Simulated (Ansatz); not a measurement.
The input, for Ansatz 0.2.0:

```yaml
crystal:
  periodic: [false, false, false]
  atoms:
    - {symbol: Sn, position_ang: [0.000000, 0.000000, 0.000000]}
    - {symbol: H, position_ang: [0.000000, 0.000000, -1.715031]}
    - {symbol: H, position_ang: [0.000000, 0.000000, 1.715031]}
basis:
  gaussian: {orbitals: def2-SVP}
magnetization: {spin_polarized: false, initial_magnetization: 2}
correlation: {method: fic_mrcisd_q_relaxed, electrons: outside_noble_gas, active_space: {window: {electrons: 6, orbitals: 4}}}
```

```sh
$ ansatz run in.yaml --threads 1 --pin off --events-out ev --progress --plain --max-ram 2393MiB
```

The program prints:

```
444 factors; integrals over basis functions are off by at most 4.8e-4 eV
mean field evaluation 1: about -5833.5119 eV, gradient 7.2e0 eV
mean field evaluation 2: about -5833.5141 eV, gradient 7.3e0 eV
mean field evaluation 4: about -5833.9062 eV, gradient 7.1e-1 eV
mean field evaluation 8: about -5833.9080 eV, gradient 1.3e-4 eV
mean field evaluation 16: about -5833.9090 eV, gradient 8.8e-2 eV
mean field evaluation 32: about -5833.5119 eV, gradient 7.2e0 eV
mean field evaluation 64: about -5833.9084 eV, gradient 4.1e-2 eV
mean field -5833.90890580 eV, -214.3921979225 hartree, gradient 9.5e-6 eV, S^2 2.000000; 11 other end points of the search recorded, 0 dependent functions left out
mean field evaluation 96: about -5833.9026 eV, gradient 5.5e-2 eV
reference -5833.90804194 eV, -214.3921661764 hartree; 13, 11 occupied and 23, 25 virtual orbitals, 444 factors
state -5833.90890580 eV, -214.3921979225 hartree
contracted CI cycle   1: correlation 0.00000000 eV, 0.0000000000 hartree, residual 1.04e1 eV
contracted CI cycle   2: correlation -2.37697935 eV, -0.0873523799 hartree, residual 2.34e0 eV
contracted CI cycle   3: correlation -2.53864449 eV, -0.0932934643 hartree, residual 8.44e-1 eV
contracted CI cycle   4: correlation -2.55747131 eV, -0.0939853371 hartree, residual 2.83e-1 eV
contracted CI cycle   5: correlation -2.55965266 eV, -0.0940655003 hartree, residual 1.01e-1 eV
contracted CI cycle   6: correlation -2.56018087 eV, -0.0940849118 hartree, residual 6.58e-2 eV
contracted CI cycle   7: correlation -2.56032088 eV, -0.0940900568 hartree, residual 3.03e-2 eV
contracted CI cycle   8: correlation -2.56035056 eV, -0.0940911475 hartree, residual 1.39e-2 eV
contracted CI cycle   9: correlation -2.56035550 eV, -0.0940913290 hartree, residual 4.56e-3 eV
contracted CI cycle  10: correlation -2.56035589 eV, -0.0940913433 hartree, residual 1.25e-3 eV
contracted CI cycle  11: correlation -2.56035591 eV, -0.0940913444 hartree, residual 3.13e-4 eV
state -5833.90890580 eV, -214.3921979225 hartree; corrected -5836.70269445 eV, -214.4948677619 hartree
Total energy: -5836.70269445 eV, -214.4948677619 hartree
```

Ran on 1 thread of Arm Neoverse V2, shared host: 1.7 s wall, 0.15 GiB peak host memory.
